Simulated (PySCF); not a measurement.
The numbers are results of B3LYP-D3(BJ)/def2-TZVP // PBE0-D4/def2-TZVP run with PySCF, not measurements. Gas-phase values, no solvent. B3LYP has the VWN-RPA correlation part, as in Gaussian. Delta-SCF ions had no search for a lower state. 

Reference species (SMILES): `c1cnsc1` (neutral, multiplicity 1).

```
Quantity                                   Value
--------------------------------------  --------
LUMO                                    -1.15 eV
vertical ionisation energy (Delta-SCF)   9.71 eV
HOMO–LUMO gap                            6.20 eV
```

Changed species: `c1ccsc1` (parent ring; the reference has 1 ring CH replaced by N).

### Question
Predict the effect on the LUMO, vertical ionisation energy (Delta-SCF) and HOMO–LUMO gap.

### Answer
the LUMO increases by 0.60 eV, to -0.55 eV; the vertical ionisation energy (Delta-SCF) falls by 0.80 eV, to 8.91 eV; the HOMO–LUMO gap drops by 0.10 eV, to 6.10 eV.
